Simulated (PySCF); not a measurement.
A spin–spin coupling run with PySCF 2.14 (density fitting, non-relativistic, gas phase) on `[H]/N=C(\C)[C@H](C)F`, C4H8FN:

```
{"job": {"kind": "j", "xc": "PBE", "basis": "pcJ-1"}, "charge": 0, "multiplicity": 1}
C     -1.803051    -0.175985    -0.188290
C     -0.546684     0.265716     0.501412
N     -0.414661     1.241799     1.302082
C      0.708937    -0.521853     0.173412
C      1.565398     0.193892    -0.847875
F      0.364057    -1.768954    -0.314120
H     -1.664327    -0.188935    -1.280777
H     -2.643215     0.486958     0.060619
H     -2.050990    -1.208194     0.101072
H     -1.305481     1.733622     1.418916
H      1.272415    -0.669487     1.109062
H      2.463958    -0.398141    -1.073039
H      1.866925     1.172086    -0.449791
H      1.007137     0.349582    -1.783407
```

Hardware: 1 thread of an Arm Neoverse V1, shared host. The job also computes field gradients.

(1) How large is the calculation?

(2) How long does it take?

(3) And these other runs on the same molecule and hardware: spin–spin coupling at B97-2/pcJ-1; spin–spin coupling at KT2/pcJ-1; spin–spin coupling at LDA/pcJ-1; spin–spin coupling at PBE0/pcJ-1?

Results:

(1) 48 electrons, 242 basis functions and 860 auxiliary functions.

(2) 32 s of wall time, with 14 SCF cycles. Times on a shared host scatter by some tens of per cent.

(3) B97-2/pcJ-1: 242 functions, 39 s; KT2/pcJ-1: 242 functions, 34 s; LDA/pcJ-1: 242 functions, 23 s; PBE0/pcJ-1: 242 functions, 39 s.
